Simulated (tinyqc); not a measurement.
The integration grid: Kohn-Sham B3LYP on finer and finer grids in the sto-6g basis, for H2O, spin multiplicity 1. Computed by the program tinyqc with PySCF. Self-consistent on each grid; the net force on the molecule should vanish.

Geometry (angstrom):
```
atom       x        y       z
O     0.0000   0.0000  0.0000
H     0.0000   0.8390  0.5110
H     0.0000  -0.8390  0.5110
```

Kohn-Sham energy on Becke grids (radial x angular points per atom):
```
grid       points  residual of the electron count  E (hartree)  E - finest (mhartree)  largest net force without grid terms (hartree/bohr)
10 x 14       416                       -1.61e-02   -76.049891             -21.390332                                             7.21e-02
15 x 26      1164                        3.48e-03   -76.024973               3.528089                                             5.11e-04
20 x 50      2990                       -9.61e-05   -76.030418              -1.916851                                             6.12e-03
30 x 86      7726                        1.73e-04   -76.028575              -0.073688                                             1.12e-04
50 x 194    29076                       -4.56e-06   -76.028498               0.003293                                             1.58e-05
75 x 302    67850                       -7.98e-08   -76.028501              -0.000064                                             4.37e-06
120 x 590  212178                        6.26e-09   -76.028501               0.000000                                             2.99e-07
```

What does the comparison show, and why?

The energy is within 0.1 mhartree of the finest grid first at 30 x 86. The error has both signs, since quadrature is not variational. The electron count and the net force are cheap signs of a poor grid.
